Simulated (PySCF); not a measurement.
How the method changes the constants of AlO

State: ²Σ⁺ (doublet), unpaired electrons σ ↑. Set-up: PySCF, no relativity, basis sets Al def2-TZVPP, O def2-TZVPP. De refers to Al + O in their high-spin ground configurations, without counterpoise correction. The functionals are run spin-unrestricted. A positive dipole means Al(−)O(+). Levels whose curve was spin-contaminated or gave no clean fit are not listed.

```csv
Level,Re (Å),ωe (cm⁻¹),De (eV),μ (D)
LDA,1.613,1001,6.64,-4.11
PBE,1.633,957,5.70,-4.00
TPSS,1.629,966,5.38,-4.04
r²SCAN,1.619,989,5.44,-4.21
TPSSh,1.623,971,5.14,-4.13
PBE0,1.618,967,5.05,-4.21
M06,1.614,954,5.15,-4.20
ωB97M-V,1.623,938,5.19,-4.35
```

The bond length runs from 1.613 Å (LDA) to 1.633 Å (PBE). De spans 5.05 eV (PBE0, global hybrid GGA) to 6.64 eV (LDA, local density).

The state is the lowest determinant that a PBE0 search found; another state may lie lower at other levels.
